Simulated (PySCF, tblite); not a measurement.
# C₄H₈N+: a rotation path, then NMR shifts and spin-spin couplings on frames, part 2 of 3

tblite 0.8.0 and PySCF 2.14.0. Atoms count from 0. The steps go on from the part before.

## (6) Indirect couplings: image 2, B3LYP/pcJ-1

What the job is given:

```
{"job": {"kind": "j", "xc": "B3LYP", "basis": "pcJ-1"}, "charge": 1, "multiplicity": 1}
C      2.910600    -0.179000    -0.259100
C      1.788700    -0.299200     0.138700
C      0.424400    -0.405400     0.615500
N     -0.536300    -0.068400    -0.489300
C     -1.811600     0.505100    -0.014800
H      3.905800    -0.086500    -0.585100
H      0.230800    -1.418400     0.977600
H      0.273000     0.298500     1.440100
H     -0.068500     0.606400    -1.110600
H     -0.720100    -0.912300    -1.047500
H     -2.475900     0.700400    -0.854800
H     -2.302600    -0.184900     0.667700
H     -1.622800     1.444200     0.503800
```

Method: B3LYP/pcJ-1 indirect spin-spin coupling, non-relativistic, gas phase.

Output:

```text
coarse grid: 10368 points
cycle   1  E = -211.5909793626  dE =  7.597e-01  |g| = 4.537e-01  |ddm| = 2.903e+00
cycle   2  E = -211.5485140825  dE =  4.247e-02  |g| = 6.193e-01  |ddm| = 9.401e-01
cycle   3  E = -211.6360593518  dE = -8.755e-02  |g| = 1.808e-01  |ddm| = 5.329e-01
cycle   4  E = -211.6425752254  dE = -6.516e-03  |g| = 7.875e-02  |ddm| = 1.486e-01
cycle   5  E = -211.6439632627  dE = -1.388e-03  |g| = 1.682e-02  |ddm| = 4.981e-02
cycle   6  E = -211.6440190629  dE = -5.580e-05  |g| = 3.526e-03  |ddm| = 1.153e-02
cycle   7  E = -211.6440217828  dE = -2.720e-06  |g| = 7.394e-04  |ddm| = 3.041e-03
final grid: 98800 points
cycle   8  E = -211.6829577409  dE = -8.974e-05  |g| = 5.738e-03  |ddm| = 2.408e-02
cycle   9  E = -211.6829563414  dE =  1.399e-06  |g| = 6.207e-03  |ddm| = 7.636e-03
cycle  10  E = -211.6829652376  dE = -8.896e-06  |g| = 1.027e-03  |ddm| = 4.136e-03
cycle  11  E = -211.6829653064  dE = -6.879e-08  |g| = 8.582e-04  |ddm| = 1.139e-03
cycle  12  E = -211.6829654747  dE = -1.683e-07  |g| = 2.147e-04  |ddm| = 5.765e-04
cycle  13  E = -211.6829654851  dE = -1.038e-08  |g| = 2.518e-05  |ddm| = 1.358e-04
cycle  14  E = -211.6829654852  dE = -1.079e-10  |g| = 7.866e-06  |ddm| = 1.823e-05
converged SCF energy = -211.6829654852

Indirect spin-spin couplings (Hz)
  i      j    bonds     total        FC       PSO       DSO        SD
  0 C    1 C    1    206.360   197.972     8.291     0.097         -
  0 C    2 C    2     14.468    14.690    -0.079    -0.144         -
  0 C    3 N    3     -2.180    -2.166    -0.024     0.025    -0.014
  0 C    4 C    4      0.325     0.296     0.100    -0.071         -
  0 C    5 H    1    281.432   282.804    -1.727     0.355         -
  0 C    6 H    3      4.063     3.675     0.855    -0.466         -
  0 C    7 H    3      4.377     4.021     0.800    -0.443         -
  0 C    9 H    4     -0.173    -0.173     0.259    -0.259         -
  0 C   10 H    5      0.445     0.435     0.260    -0.250         -
  1 C    2 C    1     81.488    82.979    -1.711     0.221         -
  1 C    3 N    2      1.514     1.342     0.120    -0.012     0.065
  1 C    4 C    3      3.847     3.864     0.048    -0.064         -
  1 C    5 H    2     54.539    49.812     5.947    -1.221         -
  1 C    6 H    2    -11.229   -11.119     0.020    -0.130         -
  1 C    7 H    2    -11.996   -11.886    -0.004    -0.106         -
  1 C    8 H    3      5.041     4.912    -0.179     0.309         -
  1 C    9 H    3      0.311     0.306     0.124    -0.119         -
  1 C   10 H    4      1.548     1.535     0.302    -0.289         -
  1 C   11 H    4     -0.179    -0.194     0.275    -0.259         -
  1 C   12 H    4     -0.174    -0.180     0.131    -0.125         -
  2 C    3 N    1     -5.620    -3.905    -0.575    -0.090    -1.051
  2 C    4 C    2      0.222     0.380    -0.140    -0.018         -
  2 C    5 H    3      3.818     3.858     0.457    -0.496         -
  2 C    6 H    1    159.648   158.758     0.062     0.828         -
  2 C    7 H    1    159.697   158.812     0.028     0.857         -
  2 C    8 H    2     -3.526    -3.678     0.404    -0.253         -
  2 C    9 H    2     -3.015    -3.113     0.389    -0.291         -
  2 C   10 H    3     11.814    11.833     0.481    -0.500         -
  2 C   11 H    3      2.967     2.964    -0.008     0.011         -
  2 C   12 H    3      2.577     2.574     0.024    -0.020         -
  3 N    4 C    1     -5.115    -3.689    -0.390    -0.074    -0.962
  3 N    5 H    4      2.059     2.052    -0.097     0.110    -0.005
  3 N    6 H    2     -0.612    -0.560    -0.133     0.064     0.019
  3 N    7 H    2     -0.329    -0.225    -0.163     0.054     0.005
  3 N    8 H    1    -80.234   -78.569    -1.328    -0.325    -0.013
  3 N    9 H    1    -80.270   -78.513    -1.433    -0.313    -0.011
  3 N   10 H    2     -0.705    -0.635    -0.196     0.098     0.028
  3 N   11 H    2      0.117     0.197    -0.173     0.088     0.005
  3 N   12 H    2     -0.156    -0.091    -0.160     0.084     0.011
  4 C    6 H    3      0.057     0.063     0.208    -0.215         -
  4 C    7 H    3      5.120     5.068    -0.048     0.100         -
  4 C    8 H    2     -3.504    -3.572     0.464    -0.395         -
  4 C    9 H    2     -2.963    -3.057     0.513    -0.419         -
  4 C   10 H    1    150.965   149.987     0.407     0.571         -
  4 C   11 H    1    152.426   151.455     0.368     0.603         -
  4 C   12 H    1    153.274   152.302     0.365     0.607         -
  5 H    6 H    4     -3.533    -3.468     1.553    -1.618         -
  5 H    7 H    4     -3.905    -3.835     1.505    -1.575         -
  6 H    7 H    2    -18.307   -18.354     2.386    -2.339         -
  6 H    8 H    3     11.247    11.332     3.239    -3.324         -
  6 H    9 H    3      7.552     7.619    -0.216     0.150         -
  6 H   10 H    4     -0.715    -0.625     1.608    -1.699         -
  6 H   11 H    4     -0.256    -0.224    -0.514     0.481         -
  6 H   12 H    4     -0.325    -0.210     1.275    -1.390         -
  7 H    8 H    3      0.236     0.407     1.408    -1.579         -
  7 H    9 H    3     11.274    11.356     3.305    -3.388         -
  7 H   11 H    4     -0.194    -0.131    -0.320     0.257         -
  7 H   12 H    4     -0.378    -0.439    -1.491     1.552         -
  8 H    9 H    2    -14.963   -14.986     3.871    -3.848         -
  8 H   10 H    3      2.662     2.850     0.625    -0.812         -
  8 H   11 H    3     16.711    16.796     3.569    -3.654         -
  8 H   12 H    3      3.881     4.049     0.444    -0.612         -
  9 H   10 H    3      3.046     3.227     0.504    -0.685         -
  9 H   11 H    3      2.832     3.025     0.752    -0.945         -
  9 H   12 H    3     15.503    15.595     3.592    -3.683         -
 10 H   11 H    2    -15.581   -15.541     2.823    -2.863         -
 10 H   12 H    2    -15.589   -15.553     2.786    -2.822         -
 11 H   12 H    2    -14.824   -14.790     2.758    -2.791         -
```

It took 23 s on 1 thread of Arm Neoverse V1, shared host; peak memory 0.84 GiB.

This run: J(C0,H5) 281.4 Hz, J(C0,C1) 206.4 Hz, J(C2,H6) 159.7 Hz (means over like pairs).

## (7) NMR shieldings: image 4, PBE0/pcSseg-1

What the job is given:

```
{"job": {"kind": "nmr", "xc": "PBE0", "basis": "pcSseg-1", "pop": false}, "charge": 1, "multiplicity": 1}
C      2.824900     0.085200    -0.190100
C      1.729000    -0.237900     0.166000
C      0.392800    -0.609900     0.583400
N     -0.607900    -0.252500    -0.488500
C     -1.676300     0.658600    -0.029700
H      3.798500     0.358400    -0.477800
H      0.356200    -1.683300     0.784300
H      0.138000    -0.074800     1.502700
H     -0.086900     0.195700    -1.256100
H     -1.033000    -1.106800    -0.869100
H     -2.374700     0.861400    -0.839900
H     -2.222600     0.205200     0.794900
H     -1.242600     1.601300     0.302300
```

Method: GIAO PBE0/pcSseg-1 NMR shielding, non-relativistic, gas phase.

Output:

```text
coarse grid: 10368 points
cycle   1  E = -211.2935050963  dE =  8.317e-01  |g| = 4.363e-01  |ddm| = 3.154e+00
cycle   2  E = -211.2594873527  dE =  3.402e-02  |g| = 5.934e-01  |ddm| = 9.943e-01
cycle   3  E = -211.3407964628  dE = -8.131e-02  |g| = 1.429e-01  |ddm| = 4.961e-01
cycle   4  E = -211.3447256889  dE = -3.929e-03  |g| = 6.939e-02  |ddm| = 1.321e-01
cycle   5  E = -211.3458373339  dE = -1.112e-03  |g| = 1.171e-02  |ddm| = 4.459e-02
cycle   6  E = -211.3458654021  dE = -2.807e-05  |g| = 2.652e-03  |ddm| = 1.071e-02
cycle   7  E = -211.3458669920  dE = -1.590e-06  |g| = 5.598e-04  |ddm| = 2.473e-03
final grid: 98800 points
cycle   8  E = -211.3736718519  dE = -3.221e-05  |g| = 6.560e-03  |ddm| = 3.172e-02
cycle   9  E = -211.3736719409  dE = -8.896e-08  |g| = 6.681e-03  |ddm| = 9.938e-03
cycle  10  E = -211.3736823708  dE = -1.043e-05  |g| = 9.893e-04  |ddm| = 4.819e-03
cycle  11  E = -211.3736825710  dE = -2.002e-07  |g| = 3.651e-04  |ddm| = 8.597e-04
cycle  12  E = -211.3736825994  dE = -2.841e-08  |g| = 1.382e-04  |ddm| = 2.970e-04
cycle  13  E = -211.3736826037  dE = -4.298e-09  |g| = 2.326e-05  |ddm| = 9.306e-05
cycle  14  E = -211.3736826038  dE = -1.090e-10  |g| = 5.823e-06  |ddm| = 1.930e-05
converged SCF energy = -211.3736826038

GIAO shielding tensors (ppm)
atom      isotropic    diamagn.    paramagn.     s11        s22        s33       span
  0 C       88.060     255.135    -167.074     14.536     20.765    228.879    214.343
  1 C      114.462     263.459    -148.997     14.523     30.865    297.996    283.473
  2 C      140.818     246.249    -105.431    110.158    130.581    181.716     71.558
  3 N      195.186     322.229    -127.043    155.792    206.449    223.317     67.525
  4 C      148.558     245.888     -97.330    119.412    139.275    186.988     67.576
  5 H       28.520      32.324      -3.804     23.867     24.017     37.677     13.811
  6 H       27.069      26.476       0.594     22.184     26.468     32.556     10.372
  7 H       27.646      28.375      -0.729     22.744     28.205     31.988      9.244
  8 H       26.994      31.389      -4.394     20.600     25.235     35.148     14.547
  9 H       26.384      29.872      -3.488     19.580     23.746     35.828     16.248
 10 H       28.283      26.313       1.970     23.696     25.375     35.777     12.081
 11 H       28.434      27.416       1.018     24.346     26.194     34.762     10.416
 12 H       28.180      28.287      -0.108     24.082     26.613     33.845      9.763
```

It took 7.6 s on 1 thread of Arm Neoverse V1, shared host; peak memory 0.59 GiB.

This run: δ C0 98.9, C1 72.5, C2 46.1, C4 38.4, H9 5.33, H8 4.72 ppm.

## (8) Indirect couplings: image 4, B3LYP/pcJ-1

The job, as its differences from that of step 7:

```diff
@@ -1,2 +1,2 @@
-{"job": {"kind": "nmr", "xc": "PBE0", "basis": "pcSseg-1", "pop": false}, "charge": 1, "multiplicity": 1}
+{"job": {"kind": "j", "xc": "B3LYP", "basis": "pcJ-1"}, "charge": 1, "multiplicity": 1}
 C      2.824900     0.085200    -0.190100
```

With the program's defaults for keys left out, this is: B3LYP/pcJ-1 indirect spin-spin coupling, non-relativistic, gas phase.

Output:

```text
coarse grid: 10368 points
cycle   1  E = -211.5874186051  dE =  7.573e-01  |g| = 4.548e-01  |ddm| = 2.895e+00
cycle   2  E = -211.5436144312  dE =  4.380e-02  |g| = 6.237e-01  |ddm| = 9.445e-01
cycle   3  E = -211.6330426329  dE = -8.943e-02  |g| = 1.793e-01  |ddm| = 5.364e-01
cycle   4  E = -211.6393864152  dE = -6.344e-03  |g| = 7.984e-02  |ddm| = 1.490e-01
cycle   5  E = -211.6408161882  dE = -1.430e-03  |g| = 1.683e-02  |ddm| = 5.017e-02
cycle   6  E = -211.6408720029  dE = -5.581e-05  |g| = 3.648e-03  |ddm| = 1.158e-02
cycle   7  E = -211.6408749019  dE = -2.899e-06  |g| = 7.468e-04  |ddm| = 3.054e-03
final grid: 98800 points
cycle   8  E = -211.6803872580  dE = -9.025e-05  |g| = 5.591e-03  |ddm| = 2.046e-02
cycle   9  E = -211.6803863220  dE =  9.361e-07  |g| = 5.909e-03  |ddm| = 7.441e-03
cycle  10  E = -211.6803944564  dE = -8.134e-06  |g| = 7.596e-04  |ddm| = 3.910e-03
cycle  11  E = -211.6803944848  dE = -2.837e-08  |g| = 6.504e-04  |ddm| = 8.662e-04
cycle  12  E = -211.6803945736  dE = -8.880e-08  |g| = 2.091e-04  |ddm| = 4.589e-04
cycle  13  E = -211.6803945838  dE = -1.024e-08  |g| = 2.958e-05  |ddm| = 1.340e-04
cycle  14  E = -211.6803945840  dE = -1.668e-10  |g| = 7.340e-06  |ddm| = 2.057e-05
converged SCF energy = -211.6803945840

Indirect spin-spin couplings (Hz)
  i      j    bonds     total        FC       PSO       DSO        SD
  0 C    1 C    1    206.431   198.020     8.314     0.098         -
  0 C    2 C    2     14.517    14.781    -0.120    -0.144         -
  0 C    3 N    3     -2.410    -2.278    -0.137     0.025    -0.020
  0 C    5 H    1    281.648   283.032    -1.740     0.357         -
  0 C    6 H    3      4.292     3.923     0.832    -0.463         -
  0 C    7 H    3      4.354     3.999     0.801    -0.447         -
  0 C    9 H    4      0.186     0.138     0.414    -0.367         -
  0 C   10 H    5      0.293     0.309     0.231    -0.247         -
  1 C    2 C    1     81.855    83.364    -1.729     0.220         -
  1 C    3 N    2      1.606     1.401     0.155    -0.012     0.062
  1 C    4 C    3      1.512     1.488     0.069    -0.044         -
  1 C    5 H    2     54.541    49.815     5.944    -1.218         -
  1 C    6 H    2    -11.950   -11.836     0.012    -0.127         -
  1 C    7 H    2    -12.130   -12.020    -0.008    -0.103         -
  1 C    8 H    3      6.839     6.693    -0.244     0.390         -
  1 C    9 H    3      2.319     2.343     0.304    -0.329         -
  1 C   10 H    4      0.490     0.469     0.301    -0.280         -
  1 C   11 H    4     -0.184    -0.200     0.263    -0.247         -
  2 C    3 N    1     -5.746    -3.779    -0.768    -0.089    -1.109
  2 C    4 C    2     -0.067     0.075    -0.124    -0.018         -
  2 C    5 H    3      3.824     3.875     0.446    -0.497         -
  2 C    6 H    1    158.696   157.806     0.077     0.813         -
  2 C    7 H    1    160.367   159.506     0.006     0.856         -
  2 C    8 H    2     -3.525    -3.724     0.444    -0.245         -
  2 C    9 H    2     -2.444    -2.537     0.396    -0.303         -
  2 C   10 H    3     12.044    12.061     0.480    -0.498         -
  2 C   11 H    3      3.311     3.309     0.000     0.002         -
  2 C   12 H    3      2.513     2.525     0.004    -0.016         -
  3 N    4 C    1     -5.239    -3.805    -0.399    -0.074    -0.961
  3 N    5 H    4      2.140     2.168    -0.121     0.110    -0.018
  3 N    6 H    2     -0.846    -0.794    -0.144     0.066     0.026
  3 N    7 H    2     -0.411    -0.269    -0.195     0.055    -0.001
  3 N    8 H    1    -80.016   -78.376    -1.299    -0.324    -0.016
  3 N    9 H    1    -79.175   -77.393    -1.465    -0.306    -0.011
  3 N   10 H    2     -0.721    -0.648    -0.201     0.098     0.030
  3 N   11 H    2      0.145     0.222    -0.170     0.087     0.006
  3 N   12 H    2     -0.109    -0.053    -0.149     0.083     0.009
  4 C    6 H    3      1.790     1.811     0.350    -0.371         -
  4 C    7 H    3      7.120     7.052    -0.091     0.160         -
  4 C    8 H    2     -3.586    -3.672     0.470    -0.384         -
  4 C    9 H    2     -3.243    -3.321     0.489    -0.412         -
  4 C   10 H    1    150.242   149.272     0.397     0.573         -
  4 C   11 H    1    153.056   152.102     0.348     0.606         -
  4 C   12 H    1    154.298   153.361     0.326     0.610         -
  5 H    6 H    4     -3.820    -3.749     1.547    -1.619         -
  5 H    7 H    4     -3.899    -3.828     1.509    -1.580         -
  5 H    8 H    5      0.229     0.323     0.425    -0.520         -
  6 H    7 H    2    -19.175   -19.222     2.390    -2.343         -
  6 H    8 H    3      4.638     4.770     2.546    -2.678         -
  6 H    9 H    3      9.804     9.834    -0.539     0.509         -
  6 H   10 H    4      0.311     0.388     1.692    -1.769         -
  6 H   11 H    4     -0.336    -0.257     0.320    -0.398         -
  6 H   12 H    4     -0.290    -0.193     1.687    -1.783         -
  7 H    8 H    3      3.028     3.165     2.442    -2.579         -
  7 H    9 H    3      4.595     4.728     2.664    -2.798         -
  7 H   10 H    4      0.229     0.290     1.727    -1.787         -
  7 H   11 H    4     -0.416    -0.433    -1.113     1.129         -
  7 H   12 H    4     -0.366    -0.383    -1.152     1.169         -
  8 H    9 H    2    -15.207   -15.215     3.907    -3.900         -
  8 H   10 H    3      2.627     2.805     0.599    -0.777         -
  8 H   11 H    3     16.496    16.579     3.556    -3.639         -
  8 H   12 H    3      4.115     4.276     0.431    -0.591         -
  9 H   10 H    3      3.032     3.211     0.490    -0.669         -
  9 H   11 H    3      3.228     3.416     0.720    -0.908         -
  9 H   12 H    3     15.952    16.046     3.591    -3.685         -
 10 H   11 H    2    -15.554   -15.511     2.793    -2.837         -
 10 H   12 H    2    -15.450   -15.409     2.778    -2.819         -
 11 H   12 H    2    -14.592   -14.557     2.754    -2.789         -
```

Run time: 23 s. Hardware: 1 thread of Arm Neoverse V1, shared host; peak memory 0.84 GiB.

In short: J(C0,H5) 281.6 Hz, J(C0,C1) 206.4 Hz, J(C2,H6) 159.5 Hz (means over like pairs).

## (9) Shielding tensors: image 6, PBE0/pcSseg-1

What the job is given:

```
{"job": {"kind": "nmr", "xc": "PBE0", "basis": "pcSseg-1", "pop": false}, "charge": 1, "multiplicity": 1}
C      2.672200     0.333500    -0.097700
C      1.628000    -0.169200     0.200400
C      0.361900    -0.786100     0.540400
N     -0.691000    -0.403500    -0.464200
C     -1.489300     0.775000    -0.068100
H      3.599700     0.768800    -0.333900
H      0.480400    -1.873200     0.548900
H      0.046100    -0.459600     1.535300
H     -0.208500    -0.202400    -1.352100
H     -1.325300    -1.195200    -0.625800
H     -2.237300     0.995700    -0.828100
H     -1.999600     0.574300     0.872300
H     -0.841500     1.642200     0.054800
```

Level: GIAO PBE0/pcSseg-1 NMR shielding, non-relativistic, gas phase.

Output:

```text
coarse grid: 10368 points
cycle   1  E = -211.2953818776  dE =  8.328e-01  |g| = 4.377e-01  |ddm| = 3.166e+00
cycle   2  E = -211.2618357945  dE =  3.355e-02  |g| = 5.925e-01  |ddm| = 9.629e-01
cycle   3  E = -211.3430385763  dE = -8.120e-02  |g| = 1.436e-01  |ddm| = 4.864e-01
cycle   4  E = -211.3469990964  dE = -3.961e-03  |g| = 6.948e-02  |ddm| = 1.343e-01
cycle   5  E = -211.3481133353  dE = -1.114e-03  |g| = 1.171e-02  |ddm| = 4.447e-02
cycle   6  E = -211.3481414504  dE = -2.812e-05  |g| = 2.718e-03  |ddm| = 1.062e-02
cycle   7  E = -211.3481431174  dE = -1.667e-06  |g| = 5.456e-04  |ddm| = 2.434e-03
final grid: 98800 points
cycle   8  E = -211.3756133924  dE = -3.236e-05  |g| = 6.750e-03  |ddm| = 3.341e-02
cycle   9  E = -211.3756126514  dE =  7.410e-07  |g| = 7.117e-03  |ddm| = 1.019e-02
cycle  10  E = -211.3756243764  dE = -1.173e-05  |g| = 1.255e-03  |ddm| = 5.115e-03
cycle  11  E = -211.3756247188  dE = -3.424e-07  |g| = 3.924e-04  |ddm| = 1.009e-03
cycle  12  E = -211.3756247534  dE = -3.460e-08  |g| = 1.281e-04  |ddm| = 3.072e-04
cycle  13  E = -211.3756247570  dE = -3.534e-09  |g| = 2.353e-05  |ddm| = 8.858e-05
cycle  14  E = -211.3756247571  dE = -1.090e-10  |g| = 5.748e-06  |ddm| = 2.093e-05
converged SCF energy = -211.3756247571

GIAO shielding tensors (ppm)
atom      isotropic    diamagn.    paramagn.     s11        s22        s33       span
  0 C       88.643     255.518    -166.875     11.645     21.226    233.059    221.414
  1 C      114.921     263.961    -149.041     17.492     30.704    296.566    279.074
  2 C      140.936     246.544    -105.608    116.089    127.226    179.493     63.404
  3 N      196.106     321.970    -125.865    163.495    204.738    220.085     56.590
  4 C      149.128     246.752     -97.624    119.974    139.725    187.684     67.711
  5 H       28.586      32.442      -3.857     23.858     23.956     37.943     14.086
  6 H       27.051      26.200       0.852     21.732     26.403     33.018     11.286
  7 H       27.603      28.141      -0.538     23.175     27.283     32.350      9.175
  8 H       27.061      31.037      -3.976     21.435     24.420     35.328     13.893
  9 H       26.614      29.399      -2.785     19.228     23.802     36.812     17.585
 10 H       28.221      26.621       1.601     23.687     25.358     35.620     11.933
 11 H       28.552      27.897       0.655     24.466     26.241     34.950     10.484
 12 H       27.889      28.722      -0.832     23.601     26.883     33.184      9.583
```

Wall time 7.6 s (1 thread of Arm Neoverse V1, shared host); peak memory 0.59 GiB.

Key values: δ C0 98.3, C1 72.0, C2 46.0, C4 37.8, H9 5.10, H6 4.67 ppm.

[end of part 2 of 3]
